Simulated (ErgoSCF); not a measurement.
# One shape, several levels: C2H2S (SMILES C#CS)

We compute a comparison of 4 runs (HF/STO-3G, HF/def2-SVP, HF/def2-TZVP, PBE0/def2-SVP) of C2H2S. 

The calculation is run with ErgoSCF 3.8.

**1. The structure to begin with**

The species is C2H2S (5 atoms), meant as a singlet with charge 0. As SMILES, `C#CS`. The shape is that of a PBE0-D4/def2-TZVP optimisation.

Bond lengths: C1–C2 1.204 Å, C2–S3 1.679 Å, C1–H4 1.064 Å, S3–H5 1.346 Å. Angles: C1–C2–S3 175.2°, C2–C1–H4 179.3°, C2–S3–H5 96.7°.

**2. A single-point energy at HF/STO-3G (run 1)**

run.inp

```
set_nthreads(1)
molecule_inline
C   -2.26162423  -0.64628633   0.00359048
C    0.00132281  -0.42273173   0.04932185
S    3.17266119  -0.37340988   0.15760316
H   -4.26473392  -0.81900730  -0.04119603
H    3.44667148   2.12235141  -0.24755412
EOF
scf.output_mulliken_pop = 1
tmpdir = "."
scf.max_number_of_iterations = 120
scf.use_diagonalization = 1
basis = "STO-3G"
charge = 0
run "HF"
```

The basis set STO-3G is read from a file made from the Basis Set Exchange's data (not shown).

Started as:

```sh
$ ergo run.inp
```

The program printed:

```text
[...]
INSC SCF_general constructor, number of basis functions: 21
[...]
INSC Energy   1 =       -401.26027768042
[...]
INDE E_LUMO =          0.36364523313
[...]
INSC Energy  17 =       -469.04100618355  ( diff      0.000000000000227 )
[...]
RESC CONVERGED after  17 iterations.
RESC FINAL ENERGY:       -469.04100618355
[...]
INSC SCF: dipole_moment_x [atomic units] =       0.05482119
INSC SCF: dipole_moment_y [atomic units] =       0.32285381
INSC SCF: dipole_moment_z [atomic units] =      -0.05170884
[...]
```

Run time: 1.3 s. Hardware: 1 thread of Arm Neoverse V2, shared host.

**3. A single-point energy at HF/def2-SVP (run 2)**

job.ego

```
set_nthreads("env")
molecule_inline
C   -2.26162423  -0.64628633   0.00359048
C    0.00132281  -0.42273173   0.04932185
S    3.17266119  -0.37340988   0.15760316
H   -4.26473392  -0.81900730  -0.04119603
H    3.44667148   2.12235141  -0.24755412
EOF
spin_polarization = 0
scf.output_mulliken_pop = 1
tmpdir = "."
scf.max_number_of_iterations = 120
scf.use_diagonalization = 1
basis = "def2-SVP"
charge = 0
run "HF"
```

The basis set def2-SVP is read from a file made from the Basis Set Exchange's data (not shown).

Started as:

```sh
$ ergo < job.ego
```

The program printed:

```text
[...]
INSC SCF_general constructor, number of basis functions: 56
[...]
INSC Energy   1 =       -203.83250536973
[...]
INDE E_LUMO =          0.14007222732
[...]
INSC Energy  24 =       -474.16612623164  ( diff     -0.000000000001251 )
[...]
RESC CONVERGED after  24 iterations.
RESC FINAL ENERGY:       -474.16612623164
[...]
INSC SCF: dipole_moment_x [atomic units] =      -0.10628211
INSC SCF: dipole_moment_y [atomic units] =       0.38719558
INSC SCF: dipole_moment_z [atomic units] =      -0.06830779
[...]
```

Run time: 11 s. Hardware: 1 thread of Arm Neoverse V2, shared host.

**4. The energy at HF/def2-TZVP (run 3)**

mol.xyz

```xyz
5

C     -1.196800    -0.342000     0.001900
C      0.000700    -0.223700     0.026100
S      1.678900    -0.197600     0.083400
H     -2.256800    -0.433400    -0.021800
H      1.823900     1.123100    -0.131000
```

run.inp

```
set_nthreads(1)
molecule "mol.xyz"
scf.use_diagonalization = 1
tmpdir = "."
scf.output_mulliken_pop = 1
basis = "def2-TZVP"
scf.max_number_of_iterations = 120
run "HF"
```

The basis set def2-TZVP is read from a file made from the Basis Set Exchange's data (not shown).

Started as:

```sh
$ ergo run.inp
```

The program printed:

```text
[...]
INSC SCF_general constructor, number of basis functions: 111
[...]
INSC Energy   1 =       -148.71066494579
[...]
INDE E_LUMO =          0.11876633994
[...]
INSC Energy  19 =       -474.39397596158  ( diff     -0.000000000002387 )
[...]
RESC CONVERGED after  19 iterations.
RESC FINAL ENERGY:       -474.39397596158
[...]
INSC SCF: dipole_moment_x [atomic units] =      -0.10900105
INSC SCF: dipole_moment_y [atomic units] =       0.33736785
INSC SCF: dipole_moment_z [atomic units] =      -0.06011848
[...]
```

Run time: 2 min. Hardware: 1 thread of Arm Neoverse V2, shared host.

**5. A single-point energy at PBE0/def2-SVP (run 4)**

run.inp

```
# C2H2S, PBE0
set_nthreads(1)
molecule_inline Angstrom
C     -1.196800    -0.342000     0.001900
C      0.000700    -0.223700     0.026100
S      1.678900    -0.197600     0.083400
H     -2.256800    -0.433400    -0.021800
H      1.823900     1.123100    -0.131000
EOF
scf.use_diagonalization = 1
scf.output_mulliken_pop = 1
tmpdir = "."
XC.angint = 41
basis = "def2-SVP"
XC.radint = 1e-11
XC.sparse_mode = 0
scf.max_number_of_iterations = 120
run "PBE0"
```

The basis set def2-SVP is read from a file made from the Basis Set Exchange's data (not shown).

Started as:

```sh
$ ergo run.inp
```

The program printed:

```text
[...]
INDF Weighted mixed functional:
[...]
INSC Energy   1 =       -210.32187593115
[...]
INDE E_LUMO =          0.00102912372
[...]
INSC Energy  29 =       -475.10196916395  ( diff     -0.000000000001023 )
[...]
RESC CONVERGED after  29 iterations.
RESC FINAL ENERGY:       -475.10196916395
[...]
INSC SCF: dipole_moment_x [atomic units] =      -0.02158428
INSC SCF: dipole_moment_y [atomic units] =       0.38717118
INSC SCF: dipole_moment_z [atomic units] =      -0.06519246
[...]
```

Wall time 17 s (1 thread of Arm Neoverse V2, shared host).

**6. All runs side by side**

| run | level | integration grid | radint | energy (Eh) | dipole moment (D) | wall time |
| --- | --- | --- | --- | --- | --- | --- |
| 1 | HF/STO-3G | – | – | -469.041006 | 0.84 | 1.3 s |
| 2 | HF/def2-SVP | – | – | -474.166126 | 1.04 | 11 s |
| 3 | HF/def2-TZVP | – | – | -474.393976 | 0.91 | 2 min |
| 4 | PBE0/def2-SVP | Turbo | 1e-11 | -475.101969 | 1.00 | 17 s |

**7. Outcome**

```
            quantity          value
 run 4: total energy  -475.10197 Eh
run 4: dipole moment         1.00 D
```

**Reading.** The dipole moment (its size) runs from 0.84 D (HF/STO-3G) to 1.04 D (HF/def2-SVP). In run 1 the basis is minimal, so the values are rough. All runs together took 2.5 min, the longest 2 min.
